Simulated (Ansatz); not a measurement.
`[SiH3]CS` and `BC[SiH3]` differ in one atom or group.

Ansatz, PBE0-D4/def2-TZVP geometries, multiplicity 1. Each molecule was computed in one conformer, which needn't be the lowest.

| property | `[SiH3]CS` |
| --- | --- |
| LUMO energy (ωB97M-V/def2-TZVPP) / eV | 1.70 |
| size of the dipole moment (PBE/def2-TZVPP) / D | 1.06 |
| ideal-gas entropy at 298 K and 1 bar (rigid rotor, harmonic PBE0-D4/def2-TZVP) / J/(mol·K) | 307 |
| HOMO energy (B3LYP/def2-TZVPP) / eV | -6.61 |
| zero-point energy (PBE0-D4/def2-TZVP) / kJ/mol | 161.2 |
| HOMO–LUMO gap (PBE/def2-TZVPP) / eV | 4.75 |

**Question.** What does the change do to each property? (Best estimate.)

**Answer.** Ansatz gave: 
```tsv
property	`BC[SiH3]`	shift
LUMO energy (ωB97M-V/def2-TZVPP) / eV	0.52	-1.18
size of the dipole moment (PBE/def2-TZVPP) / D	1.02	-0.04
ideal-gas entropy at 298 K and 1 bar (rigid rotor, harmonic PBE0-D4/def2-TZVP) / J/(mol·K)	303	-4
HOMO energy (B3LYP/def2-TZVPP) / eV	-8.82	-2.21
zero-point energy (PBE0-D4/def2-TZVP) / kJ/mol	189.5	28.3
HOMO–LUMO gap (PBE/def2-TZVPP) / eV	5.32	0.57
```

With PBE0 the HOMO falls by 2.21 eV and the LUMO falls by 1.38 eV, so the gap widens by about 0.83 eV. PBE moves the HOMO by -2.05 eV and ωB97M-V by -2.23 eV. The zero-point energy changes by 28.3 kJ/mol with +3 modes. Dipoles are sizes alone; their direction can turn.

B3LYP here is the variant with VWN-RPA as its local correlation; programs differ in this.
